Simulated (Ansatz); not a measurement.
# AlH₂+ (triplet): wave-function methods side by side at scale of all distances = 0.894, aug-cc-pVTZ

The task here is to estimate one member of a computed series from the others.

The runs use Ansatz 0.2.0, Gaussian basis; aug-cc-pVTZ, core rule «outside noble gas», up to 5 orbitals frozen.

To be run: UHF; CCSD(T) on ROHF; CCSD(T) on UHF; BCCD(T) on ROHF; CCSDT(Q) on ROHF; CCSDT(Q) on UHF; Full CI.

14 further runs of the same task are left out: 1 for a known fault of the program, 12 that didn't finish, 1 set aside as unsound or not needed.

**The system**

The geometry derives from a PBE0/def2-TZVP stationary point (not a proven minimum). All distances are scaled together.

3 atoms, charge 1, spin multiplicity 3.

Atoms are counted from 1 here; the program's logs count them from 0.

Bond lengths: Al1–H2 1.540 Å, Al1–H3 1.540 Å. Angles: H2–Al1–H3 63.0°.

Set-up of the first run:

File in.yaml:

```yaml
crystal:
  periodic: [false, false, false]
  atoms:
    - {symbol: Al, position_ang: [0.000000, 0.000000, -0.091273]}
    - {symbol: H, position_ang: [0.000000, 0.804224, 1.221647]}
    - {symbol: H, position_ang: [0.000000, -0.804224, 1.221647]}
basis:
  gaussian: {orbitals: aug-cc-pVTZ}
total_charge: 1
magnetization: {spin_polarized: true, initial_magnetization: 2}
hamiltonian: {xc: hf}
output: {orbitals: {seedname: orbitals}}
```

Launch:

```
ansatz run in.yaml --threads 1 --pin off --events-out ev --progress --plain --max-ram 2393MiB
```

Steps of the session up to this table: UHF; CCSD(T) on ROHF; CCSD(T) on UHF; BCCD(T) on ROHF; CCSDT(Q) on ROHF; CCSDT(Q) on UHF; Full CI.

One table of the session follows, with a row left open; its other results are not shown here.

```
   method  from FCI (meV)
     ROHF         +1874.5
      UHF         +1673.0
     RMP2          +430.9
     UMP2          +448.9
    RCCSD           +50.9
    UCCSD           +44.5
 RCCSD(T)           +11.9
 UCCSD(T)           +10.1
  BCCD(T)           +12.0
   RCCSDT            +0.5
   UCCSDT            -1.4
RCCSDT(Q)               ?
UCCSDT(Q)            -1.7
      FCI               0
```

**Question.** Estimate the row for RCCSDT(Q).

**Answer.** from FCI (meV): +0.1. In the column «from FCI (meV)» it lies between FCI (0) and RCCSDT (+0.5).

To keep in mind: Levels on UHF freeze UHF's core orbitals, full CI those of ROHF, so the U rows can settle a little off it for that reason alone. Restricted and unrestricted rows rest on different reference determinants; where their highest levels disagree by more than a few hundredths of an eV, they describe different states and don't form one ladder.
